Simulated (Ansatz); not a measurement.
## How far each method lies from full CI for [H···H···F], doublet

Geometry: a point of a hydrogen-transfer path between rigid fragments, not a stationary point.

```xyz
3

H     0.0000    0.0000   -0.8647
H     0.0000    0.0000   -0.1717
F     0.0000    0.0000    1.0363
```

Basis cc-pVDZ; Ansatz 0.2.0. Correlated methods freeze the noble-gas cores, which leaves 9 electrons in 23 orbitals. Prefix R: restricted or restricted open-shell reference; prefix U: unrestricted. Active spaces: pair = (3e, 3o) about the gap; valence = (9e, 6o) chosen from the atoms' valence shells.

Full CI is exact within this basis and frozen core; it isn't the basis-set limit. The frozen core follows each run's orbitals, which can shift R against U totals by a few meV.

For open shells CISD is restricted-active-space CI with the open shells as a complete middle space.

- UHF ⟨S²⟩: 0.773
- T1 diagnostic (RCCSD): 0.0383
- largest doubles amplitude (RCCSD): 0.063
- T1 diagnostic (UCCSD): 0.0244

```json
{"level": "UHF", "E − E(RHF) (eV)": "-0.2799"}
{"level": "RMP2", "E − E(RHF) (eV)": "-5.4082"}
{"level": "UMP2", "E − E(RHF) (eV)": "-5.4305"}
{"level": "RCCSD", "E − E(RHF) (eV)": "-5.9386"}
{"level": "UCCSD", "E − E(RHF) (eV)": "-5.9441"}
{"level": "RCCSD(T)", "E − E(RHF) (eV)": "-6.0008"}
{"level": "UCCSD(T)", "E − E(RHF) (eV)": "-6.0015"}
```

Problem. Estimate how far full CI in cc-pVDZ lies from RCCSD(T). The table doesn't fix it; the size of (T) and the diagnostics are the guide.

Solution. Full CI in cc-pVDZ lies 1.4 kJ/mol below RCCSD(T), which is 23 % of the (T) step (-6.0 kJ/mol). T1 is raised, but (T) still catches most of what CCSD lacks.

The other levels:

```
                            level  E − E(full CI) (kJ/mol)  share of correlation (%)    wall time
                             CISD                     32.8                     94.34       0.54 s
                          BCCD(T)                      1.5                     99.74       0.66 s
                           RCCSDT                      0.8                     99.85            –
                           UCCSDT                      0.8                     99.86            –
                        RCCSDT(Q)                      0.0                    100.00        3.8 s
                        UCCSDT(Q)                      0.0                    100.00        3.3 s
                          RCCSDTQ                      0.0                    100.00  11 s (H100)
                          UCCSDTQ                      0.0                    100.00  11 s (H100)
              CASSCF (pair space)                    511.2                     11.92            –
              NEVPT2 (pair space)                     39.0                     93.28       0.21 s
           CASSCF (valence space)                    505.3                     12.93            –
           NEVPT2 (valence space)                     80.1                     86.19       0.18 s
           MRCISD (valence space)                     23.3                     95.99            –
         MRCISD+Q (valence space)                      4.8                     99.17       0.48 s
MRCISD+Q(relaxed) (valence space)                      1.0                     99.83       0.54 s
```

The correlation energy at full CI, counted from RHF, is -6.015 eV. That run took 11 s on 2 threads of AMD EPYC 7R13 with a shared H100 80 GB, shared host over 74,488,220 determinants.

Times hold each run's SCF and search for its determinant on a shared host, so for small cases they say little of a method's own cost; rows without a card ran on 1 thread of AMD EPYC 7R13.

The full-CI state has the irrep A1 of C2v, in the program's axes (one component, if the state is degenerate).

Natural occupations of full CI about the gap: 1.987 1.978 1.978 1.959 1.000 0.026 0.015 0.015 0.009 0.005; effectively unpaired electrons, Σ n²(2−n)², 1.02.
